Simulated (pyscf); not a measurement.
PySCF, gas phase, ωB97X-D3(BJ)/def2-SVP geometries.

Cl–In [singlet] + H₂ → Cl–InH₂
Surface: singlet. Broken: H–H. Formed: H–In, H–In. Give ΔE‡ and ΔE from ωB97M-D3(BJ)/def2-TZVP, relative to the separated reactants.

ΔE‡ = 83.1 kcal/mol, ΔE = +14.2 kcal/mol. Zero-point energy shifts the barrier by -0.7 kcal/mol. It is an insertion, with an imaginary mode of 1610i cm⁻¹. One saddle was located; it need not be the lowest between these sides. One closed-shell reference is unstable to symmetry breaking; treat the single-reference values with care. Elements past Kr carry the def2 core potentials, without spin-orbit coupling.
